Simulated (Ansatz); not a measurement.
## Ansatz (development build ahead of 0.2.0) run

```yaml
crystal:
  periodic: [false, false, false]
  atoms:
    - { symbol: C, position_ang: [0.00132, 0.02151, -0.63619] }
    - { symbol: F, position_ang: [0.01757, 0.97863, 0.18466] }
    - { symbol: F, position_ang: [0.00284, -1.05909, 0.16173] }
basis:
  gaussian: { orbitals: aug-cc-pVDZ }
hamiltonian:
  xc: hf
correlation:
  method: mp2
  frozen_orbitals: { C: 1, F: 1 }
```

The input is written out in the form of the current development build from the run's settings.

Results

| Item | Value |
| --- | --- |
| Converged | yes |
| Reference energy | -236.68814 hartree |
| Correlation energy | -0.51963 hartree |
| Total energy | -237.20777 hartree |
| Spin squared of the determinant | 0.000 |
